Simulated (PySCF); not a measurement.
Molecule: SMILES C1=NN=CN1C, C3H5N3.

Geometry:
| atom | x (Å) | y (Å) | z (Å) |
| --- | --- | --- | --- |
| C1 | -1.356 | 0.042 | 0.460 |
| N2 | 0.001 | -0.002 | -0.022 |
| C3 | 0.744 | -1.099 | -0.343 |
| N4 | 1.952 | -0.749 | -0.696 |
| N5 | 2.028 | 0.604 | -0.608 |
| C6 | 0.864 | 1.037 | -0.204 |
| H7 | -1.779 | 1.037 | 0.273 |
| H8 | -1.969 | -0.697 | -0.073 |
| H9 | -1.406 | -0.166 | 1.540 |
| H10 | 0.356 | -2.117 | -0.307 |
| H11 | 0.591 | 2.078 | -0.033 |

Geometry PBE0-D3(BJ)/def2-SVP throughout; GIAO in PySCF 2.14, gas phase, one conformer, non-relativistic; equivalent atoms averaged; functional PBE0.

A run gave: C3/C6 35.3, C1 153.0, N4/N5 -112.7, N2 76.8, H10/H11 23.52, H7/H8/H9 27.79 ppm (absolute shieldings σ).

Task: Which basis set was used in that run?
A. pcSseg-0
B. cc-pVDZ
C. cc-pVTZ
D. IGLO-III
E. aug-cc-pVDZ

Result: D. C1 tells them apart best: IGLO-III gives 153.0, pcSseg-0 gives 160.2, cc-pVDZ gives 167.1, aug-cc-pVDZ gives 165.7, cc-pVTZ gives 157.2 ppm.
